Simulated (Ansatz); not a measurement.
The inner images of a band of AlH3O + H2 (7 atoms, charge 0, multiplicity 1) are given out of order.

Method: RKS B3LYP-D4/def2-SVP (Ansatz 0.2.0).

Initial state:

```xyz
7
Properties=species:S:1:pos:R:3
Al -0.052 -0.162 0.197
O -0.070 -0.622 1.846
H -0.855 -0.744 2.387
H 1.372 -0.123 -0.478
H -1.408 0.088 -0.583
H 0.107 2.347 0.540
H 0.145 2.064 1.247
```

Final state:

```xyz
7
Properties=species:S:1:pos:R:3
Al 0.026 0.482 -0.150
O -0.034 0.145 1.864
H -0.826 -0.328 2.161
H 1.358 -0.262 -0.604
H -1.379 -0.218 -0.469
H 0.054 2.081 -0.049
H 0.040 0.947 2.404
```

Q: Put them in order from the first end to the last, with their energies above the first end.
A.
```xyz
7
Properties=species:S:1:pos:R:3
Al -0.004 0.078 0.085
O -0.010 -0.188 1.843
H -0.822 -0.321 2.344
H 1.391 -0.081 -0.640
H -1.397 0.005 -0.669
H 0.061 1.941 0.784
H 0.019 1.413 1.410
```
B.
```xyz
7
Properties=species:S:1:pos:R:3
Al -0.022 -0.066 0.127
O -0.023 -0.375 1.829
H -0.826 -0.382 2.360
H 1.382 -0.087 -0.594
H -1.396 0.023 -0.659
H 0.073 2.104 0.744
H 0.051 1.630 1.349
```
C.
```xyz
7
Properties=species:S:1:pos:R:3
Al 0.024 0.445 -0.142
O -0.019 0.112 1.875
H -0.796 -0.324 2.258
H 1.361 -0.252 -0.647
H -1.386 -0.182 -0.559
H 0.069 2.024 0.159
H -0.015 1.023 2.212
```
D.
```xyz
7
Properties=species:S:1:pos:R:3
Al 0.011 0.236 0.000
O -0.005 -0.023 1.866
H -0.809 -0.293 2.334
H 1.401 -0.099 -0.667
H -1.402 -0.018 -0.668
H 0.053 1.863 0.741
H -0.011 1.181 1.549
```
E.
```xyz
7
Properties=species:S:1:pos:R:3
Al -0.039 -0.145 0.149
O -0.045 -0.508 1.827
H -0.834 -0.536 2.377
H 1.376 -0.132 -0.545
H -1.403 0.035 -0.636
H 0.094 2.276 0.673
H 0.089 1.857 1.310
```
F.
```xyz
7
Properties=species:S:1:pos:R:3
Al 0.023 0.406 -0.125
O -0.006 0.066 1.889
H -0.806 -0.274 2.320
H 1.380 -0.207 -0.671
H -1.393 -0.137 -0.617
H 0.061 1.953 0.368
H -0.021 1.040 1.991
```
G.
```xyz
7
Properties=species:S:1:pos:R:3
Al 0.020 0.345 -0.080
O 0.003 0.037 1.889
H -0.805 -0.254 2.340
H 1.399 -0.146 -0.673
H -1.401 -0.072 -0.650
H 0.051 1.885 0.574
H -0.029 1.052 1.755
```

A: E (+0.4 kcal/mol), B (+2.8 kcal/mol), A (+11.1 kcal/mol), D (+21.2 kcal/mol), G (+14.1 kcal/mol), F (+9.1 kcal/mol), C (+6.8 kcal/mol).

Time of the run: 2.2 min on 1 thread of Arm Neoverse N1, with other jobs on the host, peak memory 0.11 GiB.
